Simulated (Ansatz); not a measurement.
# CH₄NSi+ (SMILES [CH+]=N[SiH3]): single points off equilibrium

The task here is to estimate one member of a computed series from the others.

The runs use Ansatz 0.2.0, Gaussian basis; single points in def2-TZVPP.

Cores are frozen in the correlated methods.

### The system as given

SMILES `[CH+]=N[SiH3]`, 7 atoms, charge 1, spin multiplicity 1.

Atoms are counted from 1 here; the program's logs count them from 0.

Bond lengths: C1–N2 1.137 Å, C1–H4 1.076 Å, N2–Si3 1.866 Å, Si3–H5 1.460 Å, Si3–H6 1.482 Å, Si3–H7 1.458 Å. Angles: N2–C1–H4 178.1°, C1–N2–Si3 177.5°, N2–Si3–H5 97.5°, N2–Si3–H6 96.9°, N2–Si3–H7 97.2°, H5–Si3–H6 118.3°, H5–Si3–H7 119.0°, H6–Si3–H7 118.0°.

Geometry (Å):

```
C    -0.7562   -1.6242    0.1960
N    -0.2809   -0.6028    0.0426
Si    0.4869    1.0891   -0.1315
H    -1.1967   -2.5999    0.3088
H    -0.0671    1.4156   -1.4422
H    -0.1401    1.6944    1.0675
H     1.8796    0.6687   -0.0364
```

Set-up of the first run:

run/in.yaml

```yaml
crystal:
  periodic: [false, false, false]
  atoms:
    - {symbol: C, position_ang: [-0.756200, -1.624200, 0.196000]}
    - {symbol: N, position_ang: [-0.280900, -0.602800, 0.042600]}
    - {symbol: Si, position_ang: [0.486900, 1.089100, -0.131500]}
    - {symbol: H, position_ang: [-1.196700, -2.599900, 0.308800]}
    - {symbol: H, position_ang: [-0.067100, 1.415600, -1.442200]}
    - {symbol: H, position_ang: [-0.140100, 1.694400, 1.067500]}
    - {symbol: H, position_ang: [1.879600, 0.668700, -0.036400]}
basis:
  gaussian: {orbitals: def2-TZVPP}
total_charge: 1
correlation: {method: ccsd_t}
output: {forces: true}
```

Started as:

```
$ ansatz run in.yaml --threads 4 --pin off --events-out ev --progress --plain --max-ram 5222MiB
```

Among the steps run: CCSD(T)/def2-TZVPP; PBE0-D4/def2-TZVPP; wB97M-V/def2-TZVPP; r2SCAN-D4/def2-TZVPP; PBE-D4/def2-TZVPP; revPBE-D4/def2-TZVPP; BHLYP-D4/def2-TZVPP.

One of the session's tables, all rows but one given; the rest of the session is left out.

```
   method  RMS force component (eV/Å)  angle to CCSD(T) forces (°)
  CCSD(T)                       0.460                    reference
  PBE0-D4                       0.241                         66.5
  wB97M-V                       0.221                         82.6
r2SCAN-D4                       0.300                         34.2
   PBE-D4                       0.502                         18.6
revPBE-D4                           ?                            ?
 BHLYP-D4                       0.530                        123.4
```

Q: Estimate the row for revPBE-D4 from the others.

As computed: RMS force component (eV/Å): 0.561; angle to CCSD(T) forces (°): 16.7. In the column «RMS force component (eV/Å)» it is the highest.

Limits of these values: CCSD(T) in triple zeta still lacks some correlation energy of the bonds, so part of these gaps is its own basis error and they don't rank the functionals.
